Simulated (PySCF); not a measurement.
# MgF+: from the state search to spectroscopic constants

The task here is to estimate one member of a computed series from the others.

Method: Mg pcseg-2, F pcseg-2, no relativity; program: PySCF 2.14.0.

The first run:

The job is set up so:

```json
{"atoms": "Mg, F", "charge": "1", "basis": "Mg pcseg-2, F pcseg-2", "Hamiltonian": "no relativity", "basis functions": "49", "electrons treated": "20", "masses in u": "23.9850, 18.9984", "levels": "PBE0, PBE, r²SCAN, revPBE, r²SCANh, BLYP, HF, MP2, SCS-MP2, CCSD, CCSD(T)", "grid": "80 radial by 434 angular points", "occupations": "held fixed by the projection of orbital angular momentum", "dissociation limit": "Mg+ + F, each in its ground configuration", "starting distance in angstrom": "2.070", "values of 2S to try": "0, 2"}
```

The run is started by

```console
OMP_NUM_THREADS=1 python dia.py task.json out
```

Among the steps run: The job; First curve: PBE0; Higher solutions at PBE0; PBE; r²SCAN (meta-GGA); revPBE; r²SCANh (hybrid meta-GGA); BLYP (GGA); RHF (mean field); Correlated methods on the Hartree–Fock reference.

One of the session's tables, all rows but one given; the rest of the session is left out.

It belongs to the step «The curves together». Energy (eV) from each level's lowest point:

| R (Å) | RHF | RHF-MP2 | RHF-SCS-MP2 | RHF-CCSD | RHF-CCSD(T) |
| --- | --- | --- | --- | --- | --- |
| 1.466 | 1.033 | 1.230 | 1.219 | n/a | n/a |
| 1.534 | 0.422 | 0.565 | 0.558 | 0.523 | 0.542 |
| 1.603 | 0.104 | 0.191 | 0.187 | 0.166 | 0.178 |
| 1.654 | ? | ? | ? | ? | ? |
| 1.705 | 0.000 | 0.000 | 0.000 | 0.000 | 0.000 |
| 1.756 | 0.063 | 0.021 | 0.023 | 0.032 | 0.026 |
| 1.824 | 0.227 | 0.132 | 0.137 | 0.158 | 0.144 |
| 1.910 | 0.522 | 0.366 | 0.373 | 0.409 | 0.384 |
| 2.012 | 0.957 | 0.735 | 0.743 | 0.795 | 0.757 |
| 2.148 | 1.605 | 1.300 | 1.308 | n/a | n/a |

**Question.** Estimate the row for R (Å) = 1.654.

Worked estimate for «RHF». A straight line through the neighbours (1.603, 0.104) and (1.705, 0.000) gives 0.104 + (0.000 − 0.104) × (1.654 − 1.603) / (1.705 − 1.603) = 0.052; a parabola fitted to 4 rows on both sides gives 0.003.

As computed: RHF: 0.007; RHF-MP2: 0.050; RHF-SCS-MP2: 0.048; RHF-CCSD: 0.038; RHF-CCSD(T): 0.044. In «RHF» the line misses by +0.045 and the parabola by -0.004.
